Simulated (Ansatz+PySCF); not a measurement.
Results of a calculation; reference values are marked as such.
Input for Ansatz (development build ahead of 0.2.0):

```yaml
crystal:
  periodic: [false, false, false]
  atoms:
    - { symbol: H, position_ang: [-0.01665, 0.95058, -1.34631] }
    - { symbol: C, position_ang: [0.05486, 0.00072, -0.85949] }
    - { symbol: "N", position_ang: [0.00768, 0.00813, 0.59993] }
    - { symbol: H, position_ang: [-0.01602, -0.94973, -1.35111] }
    - { symbol: H, position_ang: [-0.97355, 0.00315, 0.9547] }
    - { symbol: H, position_ang: [0.45666, 0.82918, 0.99763] }
    - { symbol: H, position_ang: [0.46624, -0.81839, 0.99699] }
basis:
  gaussian: { orbitals: cc-pVTZ }
total_charge: 1
magnetization:
  initial_magnetization: 1
hamiltonian:
  xc: hf
correlation:
  method: mp2
  frozen_orbitals: { C: 1, H: 0, "N": 1 }
output:
  forces: true
```

The input is written out in the form of the current development build from the run's settings. Correlation on restricted open-shell orbitals is semicanonical, with singles.

Output:

| Property | Result |
| --- | --- |
| Converged | yes |
| Reference energy | -94.96857 hartree |
| Correlation energy | -0.36342 hartree |
| Total energy | -95.33200 hartree |
| Spin squared of the determinant | 0.750 |
| Stability test | minimum among restricted orbitals |

Forces (eV/Å):
| atom | Fx | Fy | Fz |
| --- | --- | --- | --- |
| H1 | -0.015 | 0.138 | -0.033 |
| C2 | 0.082 | 0.012 | -0.034 |
| N3 | -0.753 | -0.379 | 0.225 |
| H4 | -0.012 | -0.070 | 0.071 |
| H5 | 0.581 | 0.000 | -0.204 |
| H6 | 0.144 | 0.216 | 0.026 |
| H7 | -0.026 | 0.082 | -0.051 |
